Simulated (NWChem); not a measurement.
The numbers come from NWChem runs, not from measurements. System: dimethylamine (C2H7N), charge 0, spin multiplicity 1, at a geometry optimised with PBE0/def2-SVP. Level: G0W0@PBE0/def2-SVP, RI basis def2-svp-rifit.

Input file:

```
start mol
memory heap 200 mb stack 700 mb global 1700 mb
geometry units angstroms nocenter noautoz
  C     -0.216736     0.018376    -1.207261
  N      0.551446    -0.140009     0.000000
  C     -0.216736     0.018376     1.207261
  H     -0.762440     0.986117    -1.288612
  H     -0.973296    -0.781514    -1.278617
  H      0.436073    -0.075382    -2.088620
  H      1.340029     0.501099     0.000000
  H     -0.762440     0.986117     1.288612
  H      0.436073    -0.075382     2.088620
  H     -0.973296    -0.781514     1.278617
  symmetry group Cs
end
basis spherical
  * library def2-svp
end
basis "ri basis" bse spherical
  * library def2-svp-rifit
end
dft
  xc pbe0
  iterations 100
  direct
  tolerances tight
end
task dft energy
gw
  states alpha occ 4 vir 2
end
task dft gw
```

Output (cleaned and shortened):

```
             Northwest Computational Chemistry Package (NWChem) 7.3.0
             --------------------------------------------------------

                                NWChem Input Module
                                -------------------

 Scaling coordinates for geometry "geometry" by  1.889725989
 (inverse scale =  0.529177249)

 Turning off AUTOSYM since
 SYMMETRY directive was detected!

                             Geometry "geometry" -> ""
                             -------------------------

 Output coordinates in angstroms (scale by  1.889725989 to convert to a.u.)

  No.       Tag          Charge          X              Y              Z
 ---- ---------------- ---------- -------------- -------------- --------------
    1 C                    6.0000    -0.21673600     0.01837600    -1.20726100
    2 N                    7.0000     0.55144600    -0.14000900     0.00000000
    3 C                    6.0000    -0.21673600     0.01837600     1.20726100
    4 H                    1.0000    -0.76244000     0.98611700    -1.28861200
    5 H                    1.0000    -0.97329600    -0.78151400    -1.27861700
    6 H                    1.0000     0.43607300    -0.07538200    -2.08862000
    7 H                    1.0000     1.34002900     0.50109900     0.00000000
    8 H                    1.0000    -0.76244000     0.98611700     1.28861200
    9 H                    1.0000     0.43607300    -0.07538200     2.08862000
   10 H                    1.0000    -0.97329600    -0.78151400     1.27861700

 Effective nuclear repulsion energy (a.u.)      84.2929080680

            Nuclear Dipole moment (a.u.)
            ----------------------------
        X                 Y               Z
 ---------------- ---------------- ----------------
    -0.0000132281    -0.0000188973     0.0000000000

      Symmetry information
      --------------------

 Group name             Cs
 Group number              2
 Group order               2
 No. of unique centers     6

      Symmetry unique atoms

     1    2    4    5    6    7


 Summary of "ao basis" -> "" (spherical)
 ------------------------------------------------------------------------------
       Tag                 Description            Shells   Functions and Types
 ---------------- ------------------------------  ------  ---------------------
 *                          def2-svp                  on all atoms

 new library libraries.bse/

 Summary of "ri basis" -> "" (spherical)
 ------------------------------------------------------------------------------
       Tag                 Description            Shells   Functions and Types
 ---------------- ------------------------------  ------  ---------------------
 *                       def2-svp-rifit               on all atoms

                                 NWChem DFT Module
                                 -----------------

 Summary of "ao basis" -> "ao basis" (spherical)
 ------------------------------------------------------------------------------
       Tag                 Description            Shells   Functions and Types
 ---------------- ------------------------------  ------  ---------------------
 C                          def2-svp                 6       14   3s2p1d
 N                          def2-svp                 6       14   3s2p1d
 H                          def2-svp                 3        5   2s1p

 Summary of "ao basis" -> "ao basis" (spherical)
 ------------------------------------------------------------------------------
       Tag                 Description            Shells   Functions and Types
 ---------------- ------------------------------  ------  ---------------------
 C                          def2-svp                 6       14   3s2p1d
 N                          def2-svp                 6       14   3s2p1d
 H                          def2-svp                 3        5   2s1p

      Symmetry analysis of basis
      --------------------------

        a'         43
        a"         34

            General Information
            -------------------
          SCF calculation type: DFT
          Wavefunction type:  closed shell.
          No. of atoms     :    10
          No. of electrons :    26
           Alpha electrons :    13
            Beta electrons :    13
          Charge           :     0
          Spin multiplicity:     1
          Use of symmetry is: on ; symmetry adaption is: on
          Maximum number of iterations: 100
          This is a Direct SCF calculation.
          AO basis - number of functions:    77
                     number of shells:    39
          Convergence on energy requested:  1.00D-06
          Convergence on density requested:  1.00D-05
          Convergence on gradient requested:  5.00D-04

              XC Information
              --------------
                         PBE0 Method XC Functional
                     Hartree-Fock (Exact) Exchange  0.250
          PerdewBurkeErnzerhof Exchange Functional  0.750
            Perdew 1991 LDA Correlation Functional  1.000 local
           PerdewBurkeErnz. Correlation Functional  1.000 non-local

             Grid Information
             ----------------
          Grid used for XC integration:  medium
          Radial quadrature: Mura-Knowles
          Angular quadrature: Lebedev.
          Tag              B.-S. Rad. Rad. Pts. Rad. Cut. Ang. Pts.
          ---              ---------- --------- --------- ---------
          C                   0.70       49          10.0       434
          N                   0.65       49           7.0       434
          H                   0.35       45          11.0       434
[...]
 Sum of atomic energies:        -132.98875570

      Non-variational initial energy
      ------------------------------

 Total energy =    -134.996711
 1-e energy   =    -344.280575
 2-e energy   =     124.990956
 HOMO         =      -0.279057
 LUMO         =       0.096480

      Symmetry analysis of molecular orbitals - initial
      -------------------------------------------------

  Numbering of irreducible representations:

     1 a'          2 a"

  Orbital symmetries:

     1 a'          2 a'          3 a"          4 a'          5 a"
     6 a'          7 a'          8 a'          9 a"         10 a"
    11 a'         12 a"         13 a'         14 a'         15 a'
    16 a"         17 a'         18 a'         19 a"         20 a"
    21 a'         22 a"         23 a'

   convergence    iter        energy       DeltaE   RMS-Dens  Diis-err    time
 ---------------- ----- ----------------- --------- --------- ---------  ------
 d= 0,ls=0.0,diis     1   -134.8703071091 -2.19D+02  6.90D-03  2.22D-01     0.8
 d= 0,ls=0.0,diis     2   -134.8896694471 -1.94D-02  3.10D-03  7.24D-02     1.4
 d= 0,ls=0.0,diis     3   -134.8948697689 -5.20D-03  1.20D-03  2.47D-02     1.9
 d= 0,ls=0.0,diis     4   -134.8973933721 -2.52D-03  2.01D-04  2.58D-04     2.5
 d= 0,ls=0.0,diis     5   -134.8974213363 -2.80D-05  4.71D-05  2.02D-05     3.0
 d= 0,ls=0.0,diis     6   -134.8974238256 -2.49D-06  1.03D-05  1.09D-06     3.5
 d= 0,ls=0.0,diis     7   -134.8974239644 -1.39D-07  1.95D-06  1.25D-08     4.1

         Total DFT energy =     -134.897423964399
      One electron energy =     -347.676717878091
           Coulomb energy =      148.677288791129
    Exchange-Corr. energy =      -20.190902945433
 Nuclear repulsion energy =       84.292908067995

 Numeric. integr. density =       25.999993765211

     Total iterative time =      3.9s

                  Occupations of the irreducible representations
                  ----------------------------------------------

                     irrep           alpha         beta
                     --------     --------     --------
                     a'                8.0          8.0
                     a"                5.0          5.0

                       DFT Final Molecular Orbital Analysis
                       ------------------------------------

 Vector   11  Occ=2.000000D+00  E=-3.709482D-01  Symmetry=a'
              MO Center= -4.2D-02, -1.5D-01,  1.2D-12, r^2= 2.9D+00
   Bfn.  Coefficient  Atom+Function         Bfn.  Coefficient  Atom+Function
  ----- ------------  ---------------      ----- ------------  ---------------
    18      0.267005   2 N  px                4      0.263178   1 C  px
    32      0.263178   3 C  px               58     -0.260467   7 H  s
    48     -0.225030   5 H  s                73     -0.225030  10 H  s
    53      0.160147   6 H  s                68      0.160147   9 H  s
    21     -0.128786   2 N  px               59     -0.124008   7 H  s

 Vector   12  Occ=2.000000D+00  E=-3.703038D-01  Symmetry=a"
              MO Center=  4.4D-02,  1.7D-02, -1.2D-12, r^2= 3.4D+00
   Bfn.  Coefficient  Atom+Function         Bfn.  Coefficient  Atom+Function
  ----- ------------  ---------------      ----- ------------  ---------------
     6      0.295145   1 C  pz               34      0.295145   3 C  pz
    53     -0.282517   6 H  s                68      0.282517   9 H  s
    20      0.209801   2 N  pz               54     -0.139148   6 H  s
    69      0.139148   9 H  s                 4     -0.134907   1 C  px
    32      0.134907   3 C  px                9      0.128071   1 C  pz

 Vector   13  Occ=2.000000D+00  E=-2.250000D-01  Symmetry=a'
              MO Center=  3.0D-01, -9.9D-02,  1.3D-15, r^2= 1.9D+00
   Bfn.  Coefficient  Atom+Function         Bfn.  Coefficient  Atom+Function
  ----- ------------  ---------------      ----- ------------  ---------------
    19      0.490711   2 N  py               22     -0.404004   2 N  py
    17      0.210586   2 N  s                43      0.188917   4 H  s
    63      0.188917   8 H  s                44      0.182394   4 H  s
    64      0.182394   8 H  s                18     -0.181313   2 N  px
    21      0.177279   2 N  px               16      0.146322   2 N  s

 Vector   14  Occ=0.000000D+00  E= 6.933771D-02  Symmetry=a'
              MO Center=  2.0D-01,  3.9D-01, -4.7D-14, r^2= 6.2D+00
   Bfn.  Coefficient  Atom+Function         Bfn.  Coefficient  Atom+Function
  ----- ------------  ---------------      ----- ------------  ---------------
     3      1.332470   1 C  s                31      1.332470   3 C  s
    59     -0.787681   7 H  s                54     -0.709520   6 H  s
    69     -0.709520   9 H  s                44     -0.683196   4 H  s
    64     -0.683196   8 H  s                17      0.630785   2 N  s
    49     -0.547281   5 H  s                74     -0.547281  10 H  s

 Vector   15  Occ=0.000000D+00  E= 1.078760D-01  Symmetry=a'
              MO Center= -8.3D-02, -1.2D-01,  1.2D-13, r^2= 6.1D+00
   Bfn.  Coefficient  Atom+Function         Bfn.  Coefficient  Atom+Function
  ----- ------------  ---------------      ----- ------------  ---------------
    59      1.066588   7 H  s                49     -1.020213   5 H  s
    74     -1.020213  10 H  s                 3      0.977124   1 C  s
    31      0.977124   3 C  s                17     -0.953057   2 N  s
    44     -0.522133   4 H  s                64     -0.522133   8 H  s
     7     -0.432827   1 C  px               35     -0.432827   3 C  px

 Vector   16  Occ=0.000000D+00  E= 1.192078D-01  Symmetry=a"
              MO Center= -2.8D-01,  7.4D-02, -3.6D-15, r^2= 8.1D+00
   Bfn.  Coefficient  Atom+Function         Bfn.  Coefficient  Atom+Function
  ----- ------------  ---------------      ----- ------------  ---------------
     3      2.079407   1 C  s                31     -2.079407   3 C  s
    54     -1.083084   6 H  s                69      1.083084   9 H  s
    44     -0.890740   4 H  s                64      0.890740   8 H  s
    49     -0.845592   5 H  s                74      0.845592  10 H  s
    23      0.264563   2 N  pz                9     -0.260176   1 C  pz

 center of mass
 --------------
 x =   0.05247205 y =  -0.03162475 z =   0.00000000

 moments of inertia (a.u.)
 ------------------
         193.338964752986           1.884055727613          -0.000000000000
           1.884055727613         217.977193616536           0.000000000000
          -0.000000000000           0.000000000000          51.247359128613

     Multipole analysis of the density
     ---------------------------------

     L   x y z        total         alpha         beta         nuclear
     -   - - -        -----         -----         ----         -------
     0   0 0 0     -0.000000    -13.000000    -13.000000     26.000000

     1   1 0 0     -0.010820     -0.005403     -0.005403     -0.000013
     1   0 1 0      0.357166      0.178592      0.178592     -0.000019
     1   0 0 1     -0.000000     -0.000000     -0.000000      0.000000

     2   2 0 0    -14.966284    -21.634519    -21.634519     28.302754
     2   1 1 0      1.425531      0.650134      0.650134      0.125263
     2   1 0 1     -0.000000     -0.000000     -0.000000      0.000000
     2   0 2 0    -16.060462    -14.404789    -14.404789     12.749116
     2   0 1 1      0.000000      0.000000      0.000000      0.000000
     2   0 0 2    -14.630024    -65.889718    -65.889718    117.149412

 Task  times  cpu:        4.1s     wall:        4.1s

                                NWChem Input Module
                                -------------------

                                 NWChem GW Module
                                 ----------------

                             ***********************
                             ***        GW       ***
                             ***********************

 Summary of "ri basis" -> "ri basis" (spherical)
 ------------------------------------------------------------------------------
       Tag                 Description            Shells   Functions and Types
 ---------------- ------------------------------  ------  ---------------------
 C                       def2-svp-rifit             16       48   6s5p4d1f
 N                       def2-svp-rifit             16       48   6s5p4d1f
 H                       def2-svp-rifit              6       14   3s2p1d

                 Memory Information
                 ------------------
          Available GA per process is          1700.0 MBs
          Available stack per process is        700.0 MBs
          Available heap per process is           0.0 MBs

          Peak memory in Initialization
              Peak GA per process is                  2.6 MBs
              Peak stack per process is               0.1 MBs
              Peak heap per process is                2.8 MBs
              Memory not in MA per process            0.0 MBs

          Peak memory in AFF Calculation
              Peak GA per process is                  8.9 MBs
              Peak stack per process is               5.3 MBs
              Peak heap per process is                0.0 MBs
              Memory not in MA per process            5.3 MBs

          Computing 2-center integrals
          Computing Inverse Cholesky factor
          Computing 3-center integrals
          Computing V_xc ...

          Computing Sigma_x
          Computing RPA polarizability
          Solving quasiparticle equations

                  Alpha Orbitals
          State     Energy (eV)     Error (eV)
          -----------------------------------
@GW        10        -13.332           0.002
@GW        11        -12.711           0.002
@GW        12        -12.639           0.002
@GW        13         -8.213           0.005
@GW        14          4.086           0.004
@GW        15          5.186           0.005

   Applying  -2.0908 eV scissor-shift to rest of particle states

   Applying   2.1991 eV scissor-shift to rest of hole states

     GW Timing Statistics
   ------------------------
   Init.   :          0.0s
     ERIs  :          0.5s
     Distr.:          0.0s
     Vxc   :          0.6s
   Sigma_x :          0.0s
   RPA     :          0.2s
   Wmn     :          0.0s
   Sigma_c :          0.0s
   GW total:          1.5s

 Task  times  cpu:        1.5s     wall:        1.5s

 Total times  cpu:        5.6s     wall:        5.6s
```
